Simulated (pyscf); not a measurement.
Elementary routes open to `[CH3][GaH2]` + `[NH3]` in the gas phase (singlet surface):
A. `[CH3][GaH][NH2]` + `[H][H]` (Ga–H, H–N broken; Ga–N, H–H formed)
B. `[CH4]` + `[NH2][GaH2]` (C–Ga, H–N broken; C–H, Ga–N formed)

Single points on ωB97X-D3(BJ)/def2-SVP structures (PySCF, gas phase).

**Question.** Rank the routes by free-energy barrier at 1200 K, lowest first, for ωB97M-D3(BJ)/def2-TZVP energies (ideal gas, 1 atm, RRHO with modes under 100 cm⁻¹ raised to 100, one conformer, R ln 2 for chiral ones without a mode under 150 cm⁻¹).

**Answer.** A (56.6 kcal/mol), B (59.4 kcal/mol)

Route A is the fastest of these, ahead of the next by 2.8 kcal/mol. The most stable products are those of B (ΔG = -9.3 kcal/mol), whose barrier is 2.8 kcal/mol higher: the kinetic and the thermodynamic product differ. At 298 K A is still the fastest. A: On the reactant side the descent ends in an adduct with a Ga–N contact (not fully relaxed), 23.4 kcal/mol under the separated species and 37.3 kcal/mol under the saddle at ωB97X-D3(BJ)/def2-TZVP. B: On the reactant side the descent ends in an adduct with a Ga–N contact, 23.2 kcal/mol under the separated species and 39.0 kcal/mol under the saddle at ωB97X-D3(BJ)/def2-TZVP. Only these routes are compared; each barrier is that of the saddle found, and lower ones may exist. Elements up to Kr have no core potential and no relativistic terms here.
